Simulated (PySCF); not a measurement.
Name the molecule from its bond curve

A diatomic of charge 0 contains C. Its triplet curve at PBE in a double-zeta basis (no relativity, PySCF), in eV from the separated fragments:

(R (Å), E (eV)): (1.483, -3.287), (1.552, -4.036), (1.621, -4.469), (1.672, -4.636), (1.724, -4.701), (1.776, -4.687), (1.845, -4.574), (1.931, -4.332), (2.034, -3.958), (2.172, -3.416)

The fit gives ωe = 946 cm⁻¹ and the rotational constant Bₑ = 0.6641 cm⁻¹.

Which atom is the partner?

The minimum lies at 1.739 Å, so the reduced mass is 16.8576 u Å² cm⁻¹/(Bₑ·Re²) = 8.394 u. With C at 12.00 u the partner weighs about 27.9 u: Si. The molecule is SiC.

The state was picked by a PBE0 search and need not be the measured ground state.
